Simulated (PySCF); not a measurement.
propene (C₃H₆), SMILES C=CC.

The structure is a stationary point at ωB97X-D3(BJ)/def2-TZVP.

All values below come from SMD-B3LYP/def2-SVP run with PySCF.

Solvation free energies are E(SMD) − E(gas) at the gas-phase geometry, for 1 M in both phases. In vacuum the dipole moment is 0.40 D.

Q: Rank water, acetonitrile, ethanol by solvation free energy, most negative first.

A: acetonitrile (-1.6 kcal/mol), ethanol (-1.2 kcal/mol), water (1.6 kcal/mol)
